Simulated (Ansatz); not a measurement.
Total energies of Cl$_{2}$O$_{2}$S, SMILES `O=S(=O)(Cl)Cl`.

Z-matrix (Å, degrees):
```
S
O 1 1.416
Cl 1 2.013 2 107.8
Cl 1 2.013 2 107.8 3 107.6
O 1 1.416 2 123.0 3 -126.2
```

Total charge 0; spin multiplicity 1. All single points use the PBE0-D4/def2-TZVP geometry. Basis def2-TZVPP, the Gaussian-basis code of Ansatz.

RPA on PBE orbitals: Hartree–Fock energy of these orbitals -1466.22280 Eh, correlation -1.60851 Eh (frozen core).

| functional | energy without D4 (Eh) | D4 term (kJ/mol) |
| --- | --- | --- |
| LDA (SPW92) | -1463.76907 | – |
| PBE | -1468.45172 | -18.5 |
| revPBE | -1468.84994 | -55.6 |
| BLYP | -1469.11096 | -41.8 |
| r2SCAN | -1468.98290 | -4.0 |
| B97M-V | -1468.74335 | – |
| PBE0 | -1468.53487 | -15.5 |
| r2SCAN0 | -1468.93427 | -4.9 |
| HSE06 (plane-wave form) | -1468.50675 | -14.4 |
| BHLYP | -1469.03276 | -24.0 |
| CAM-B3LYP | -1469.11401 | -15.8 |
| ωB97X-V | -1468.87312 | – |
| ωB97M-V | -1469.02727 | – |
| B2PLYP | -1468.64910 | – |

Problem. Give the same for B3LYP, r2SCANh, LC-ωPBE, PBE-QIDH. (Best estimate.)

Solution. Computed: 
```csv
functional,energy without D4 (Eh),D4 term (kJ/mol)
B3LYP,-1469.16273,-30.6
r2SCANh,-1468.96276,-4.4
LC-ωPBE,-1468.66897,–
PBE-QIDH,-1468.25705,–
```

B3LYP takes the VWN-RPA correlation (the form of Gaussian; ORCA's B3LYP/G). HSE06 is the plane-wave form, built on full-range PBE exchange. The double hybrids freeze the cores in their second-order part.

LC-ωPBE has ω = 0.4 bohr⁻¹.
